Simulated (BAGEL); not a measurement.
# BOF (fluoro(oxo)borane): RI-MP2/cc-pVTZ (density fitting with qzvpp-jkfit)

What is the energy change on altering one bond length of BOF (fluoro(oxo)borane) at RI-MP2/cc-pVTZ (density fitting with qzvpp-jkfit)? 

The results are computed with BAGEL 1.2.2.

**1. The structure to begin with**

BOF: 3 atoms, total charge 0, spin state singlet. As SMILES, `O=BF`. The shape is that of a PBE0-D4/def2-TZVP optimisation.

Bond lengths: O1–B2 1.206 Å, B2–F3 1.282 Å. Angles: O1–B2–F3 180.0°.

**2. A single-point energy at RI-MP2/cc-pVTZ (density fitting with qzvpp-jkfit)**

The input, input.json:

```json
{ "bagel" : [

{
  "title" : "molecule",
  "basis" : "cc-pvtz.json",
  "df_basis" : "qzvpp-jkfit",
  "angstrom" : true,
  "geometry" : [
    { "atom" : "O", "xyz" : [       0.983100,      -0.565100,       0.479900 ] },
    { "atom" : "B", "xyz" : [       0.020300,      -0.011600,       0.009900 ] },
    { "atom" : "F", "xyz" : [      -1.003400,       0.576800,      -0.489800 ] }
  ]
},

{
  "title" : "hf"
},

{
  "title" : "mp2",
  "ncore" : 3
}

]}
```

The basis set cc-pVTZ is read from a file made from the Basis Set Exchange's data (not shown).

Command:

```sh
$ BAGEL_NUM_THREADS=1 BAGEL input.json > input.out
```

The log of the run:

```text
* using 1 threads per process

  ===============================================================
  ===============================================================

  *** Geometry ***

  { "atom" : "O", "xyz" : [      1.857790,     -1.067884,      0.906880 ] },
  { "atom" : "B", "xyz" : [      0.038361,     -0.021921,      0.018708 ] },
  { "atom" : "F", "xyz" : [     -1.896151,      1.089994,     -0.925588 ] },

  Number of auxiliary basis functions:      229

  Since a DF basis is specified, we compute 2- and 3-index integrals:
    o Being stored without compression. Storage requirement is 0.015 GB

  Number of basis functions:       90
  Number of electrons      :       22

    * METHOD: MOLECULE                             0.10

  *** RHF ***

  === Nuclear Repulsion ===
    51.4389501297

      * DIIS with orbital gradients will be used.

  === RHF iteration (cc-pvtz.json) ===
      0       -198.87241774          0.02982052           0.02
      1       -198.99292235          0.02510423           0.02
      2       -199.15359744          0.00200109           0.02
      3       -199.15497476          0.00103393           0.02
      4       -199.15545277          0.00022608           0.02
      5       -199.15549214          0.00005295           0.02
      6       -199.15549380          0.00001115           0.02
      7       -199.15549386          0.00000231           0.02
      8       -199.15549386          0.00000089           0.02
      9       -199.15549386          0.00000032           0.02
     10       -199.15549386          0.00000015           0.02
     11       -199.15549386          0.00000004           0.02
     12       -199.15549386          0.00000001           0.02
     13       -199.15549386          0.00000000           0.02
    * SCF iteration converged.

    * Permanent dipole moment:
           (    0.749558,    -0.430967,     0.365919) a.u.

    * METHOD: HF                                   0.39

  *** RHF ***

  === Nuclear Repulsion ===
    51.4389501297

      * DIIS with orbital gradients will be used.

  === RHF iteration (cc-pvtz.json) ===
      0       -199.15549386          0.00000000           0.02
    * SCF iteration converged.

    * Permanent dipole moment:
           (    0.749558,    -0.430967,     0.365919) a.u.

  === DF-MP2 calculation ===

    * freezing 3 orbitals
    * 3-index integral transformation done
    * assembly done

      MP2 correlation energy:   -0.5707892681      0.02

      MP2 total energy:       -199.7262831300

    * METHOD: MP2                                  0.07

  ===============================================================
```

It took 0.68 s on 1 thread of Arm Neoverse N1, shared host.

**3. The distorted shape**

The input, calc.json:

```json
{ "bagel" : [

{
  "title" : "molecule",
  "basis" : "cc-pvtz.json",
  "df_basis" : "qzvpp-jkfit",
  "angstrom" : true,
  "geometry" : [
    { "atom" : "O", "xyz" : [    2.138439,   -1.229288,    1.043890 ] },
    { "atom" : "B", "xyz" : [    0.020300,   -0.011600,    0.009900 ] },
    { "atom" : "F", "xyz" : [   -1.003400,    0.576800,   -0.489800 ] }
  ]
},
{
  "title" : "hf"
},
{
  "title" : "mp2",
  "ncore" : 3
}

]}
```

The basis set cc-pVTZ is read from a file made from the Basis Set Exchange's data (not shown).

Command:

```sh
$ BAGEL_NUM_THREADS=1 BAGEL calc.json > calc.out
```

The log of the run:

```text
* using 1 threads per process

  ===============================================================
  ===============================================================

  *** Geometry ***

  { "atom" : "O", "xyz" : [      4.041064,     -2.323018,      1.972666 ] },
  { "atom" : "B", "xyz" : [      0.038361,     -0.021921,      0.018708 ] },
  { "atom" : "F", "xyz" : [     -1.896151,      1.089994,     -0.925588 ] },

  Number of auxiliary basis functions:      229

  Since a DF basis is specified, we compute 2- and 3-index integrals:
    o Being stored without compression. Storage requirement is 0.015 GB

  Number of basis functions:       90
  Number of electrons      :       22

    * METHOD: MOLECULE                             0.10

  *** RHF ***

  === Nuclear Repulsion ===
    36.2336100971

      * DIIS with orbital gradients will be used.

  === RHF iteration (cc-pvtz.json) ===
      0       -197.76844016          0.03907884           0.02
      1       -190.99936770          0.06977899           0.02
      2       -197.83985257          0.03333241           0.02
      3       -198.10209478          0.03031581           0.02
      4       -198.12889313          0.03175376           0.02
      5       -198.13612043          0.03016841           0.02
      6       -198.19716733          0.02799724           0.02
      7       -197.34561494          0.07309527           0.02
      8       -198.48654527          0.02739313           0.02
      9       -198.79380160          0.00790911           0.02
     10       -198.84873834          0.00159964           0.02
     11       -198.85126015          0.00054387           0.02
     12       -198.85143771          0.00017915           0.02
     13       -198.85146653          0.00003610           0.02
     14       -198.85146736          0.00000637           0.02
     15       -198.85146739          0.00000205           0.02
     16       -198.85146739          0.00000038           0.02
     17       -198.85146739          0.00000009           0.02
     18       -198.85146739          0.00000004           0.02
     19       -198.85146739          0.00000003           0.02
     20       -198.85146739          0.00000003           0.02
     21       -198.85146739          0.00000003           0.02
     22       -198.85146739          0.00000002           0.02
     23       -198.85146739          0.00000001           0.02
     24       -198.85146739          0.00000001           0.02
    * SCF iteration converged.

    * Permanent dipole moment:
           (    0.550819,    -0.316638,     0.268882) a.u.

    * METHOD: HF                                   0.61

  *** RHF ***

  === Nuclear Repulsion ===
    36.2336100971

      * DIIS with orbital gradients will be used.

  === RHF iteration (cc-pvtz.json) ===
      0       -198.85146739          0.00000000           0.02
    * SCF iteration converged.

    * Permanent dipole moment:
           (    0.550819,    -0.316638,     0.268883) a.u.

  === DF-MP2 calculation ===

    * freezing 3 orbitals
    * 3-index integral transformation done
    * assembly done

      MP2 correlation energy:   -0.4972181706      0.02

      MP2 total energy:       -199.3486855636

    * METHOD: MP2                                  0.07

  ===============================================================
```

Wall time 0.9 s (1 thread of Arm Neoverse N1, shared host).

**4. Outcome**

At RI-MP2/cc-pVTZ (density fitting with qzvpp-jkfit), 3 core orbitals frozen:

| quantity | value |
| --- | --- |
| first shape: total energy | -199.72628 Eh |
| first shape: correlation energy (3 core orbitals frozen) | -570.8 mEh |
| distorted shape: total energy | -199.34869 Eh |
| distorted shape: correlation energy (3 core orbitals frozen) | -497.2 mEh |
| energy change with the O1–B2 bond stretched from 1.206 to 2.653 Å | 10.275 eV |

**Reading.** With the O1–B2 bond stretched from 1.206 to 2.653 Å the energy rises by 10.27 eV (237 kcal/mol). The first shape isn't relaxed at this level, so the change isn't measured from a minimum. A restricted reference can't describe the breaking bond well at this length.
